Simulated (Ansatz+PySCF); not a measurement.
Results of a calculation; reference values are marked as such.
This PySCF input gave a total energy of -116.31105 hartree.

```python
from pyscf import gto, scf

mol = gto.M(atom="""
C 0.000000 0.000000 -0.406510
C 0.000000 1.131480 0.180350
C 0.000000 -1.131480 0.180350
H 0.000000 0.000000 -1.415760
H 0.000000 1.990990 -0.339550
H 0.000000 1.194620 1.184870
H 0.000000 -1.990990 -0.339550
H 0.000000 -1.194620 1.184870
""", basis='def2-svp', charge=0, spin=1)
mf = scf.ROHF(mol)
mf.init_guess = 'minao'
mf.kernel()
while True:  # follow internal instabilities
    mo, _, stable, _ = mf.stability(return_status=True)
    if stable: break
    mf.kernel(mf.make_rdm1(mo, mf.mo_occ))
print(mf.converged, mf.e_tot, mf.spin_square()[0])
```

Write an input for Ansatz with the same method and basis set.

```yaml
crystal:
  periodic: [false, false, false]
  atoms:
    - { symbol: C, position_ang: [0.0, 0.0, -0.40651] }
    - { symbol: C, position_ang: [0.0, 1.13148, 0.18035] }
    - { symbol: C, position_ang: [0.0, -1.13148, 0.18035] }
    - { symbol: H, position_ang: [0.0, 0.0, -1.41576] }
    - { symbol: H, position_ang: [0.0, 1.99099, -0.33955] }
    - { symbol: H, position_ang: [0.0, 1.19462, 1.18487] }
    - { symbol: H, position_ang: [0.0, -1.99099, -0.33955] }
    - { symbol: H, position_ang: [0.0, -1.19462, 1.18487] }
basis:
  gaussian: { orbitals: def2-SVP }
magnetization:
  initial_magnetization: 1
hamiltonian:
  xc: hf
```

Ansatz (development build ahead of 0.2.0) gave -116.31105 hartree, 0.08 meV from the first.
